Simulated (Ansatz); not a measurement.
BH$_{3}$O$_{2}$, SMILES `OBO`. Charge 0, multiplicity 1. All single points use the PBE0-D4/def2-TZVP geometry. It is one conformer, not always the lowest.

```xyz
6

O     0.489    1.217   -0.057
B     0.045   -0.061    0.043
O    -1.133   -0.348   -0.565
H     1.323    1.355    0.393
H     0.666   -0.899    0.644
H    -1.390   -1.264   -0.458
```

(1) What is the dipole moment at B3LYP/def2-TZVPP? (Estimate.)

(2) And with PBE, r2SCAN, ωB97M-V? (Estimate.)

(3) Give the Mulliken charges with B3LYP, ωB97M-V, PBE in def2-TZVPP. (Best estimate.)

Answers

(1) Ansatz gave: 2.24 D, with components (1.16, -1.56, 1.12) D in this frame, pointing from negative to positive charge.

(2) Computed: PBE 2.06 D, r2SCAN 2.15 D, ωB97M-V 2.23 D.

(3) The calculation gave: 
```tsv
atom	B3LYP	ωB97M-V	PBE
O1	-0.28	-0.28	-0.24
B2	0.20	0.19	0.15
O3	-0.28	-0.28	-0.24
H4	0.20	0.19	0.20
H5	-0.04	-0.01	-0.07
H6	0.20	0.19	0.20
```

B3LYP here is the variant with VWN-RPA as its local correlation; programs differ in this.
